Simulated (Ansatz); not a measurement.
`COC(F)(F)Cl` → `[CH2]` (triplet) + `OC(F)(F)Cl` at 700 K and 1 bar (formal loss of a carbene).

Program: Ansatz. Geometries: PBE0-D4/def2-TZVP. ΔE: electronic, gas phase. CBS: MP2 limit from def2 TZ/QZ plus the TZ coupled-cluster correction, frozen cores. This one scheme is used for every species. Triplets are unrestricted, without spin–orbit coupling. One conformer a species, not always the lowest.

```tsv
species	CCSD(T)/CBS energy (Eh)	H − E (kJ/mol)	S (J/(mol·K))
`COC(F)(F)Cl`	-812.43028	215.0	438.7
`[CH2]` (triplet)	-39.09499	70.4	226.8
`OC(F)(F)Cl`	-773.18536	124.3	380.6
```

H − E and S are ideal-gas, rigid-rotor, harmonic terms from PBE0-D4/def2-TZVP, for one conformer and one mirror image of each species, with the whole ground term of open shells counted as degenerate. 1 Eh = 2625.50 kJ/mol, R = 8.31446 J/(mol·K).

By hand: ΔE, ΔH, ΔS and ΔG.

ΔE = (-39.09499) + (-773.18536) − (-812.43028) = 0.14993 Eh = 393.6 kJ/mol. Δ(H − E) = 70.4 + 124.3 − 215.0 = -20.3, so ΔH = 373.3 kJ/mol. ΔS = 226.8 + 380.6 − 438.7 = 168.7 J/(mol·K). ΔG = 373.3 − 700 × (168.7)/1000 = 255.2 kJ/mol.

By hand: the equilibrium constant, and the temperature at which ΔG would vanish if ΔH and ΔS stayed fixed.

log₁₀ K = −ΔG/(RT ln 10) = -19.0. ΔG = 0 at ΔH/ΔS = 2213 K.

The number of gas molecules changes by +1, which sets the sign of ΔS. A doubt of 5 kJ/mol in ΔE shifts log₁₀ K by 0.4 here. Other conformers and mirror images would add mixing entropy, several J/(mol·K) or more a flexible species. A triplet takes part, so the spin changes. These are equilibria of isolated gas molecules and say nothing of rates. Largest T1 diagnostic: 0.011 (customary marks: 0.02 for closed shells, 0.045 for open ones).
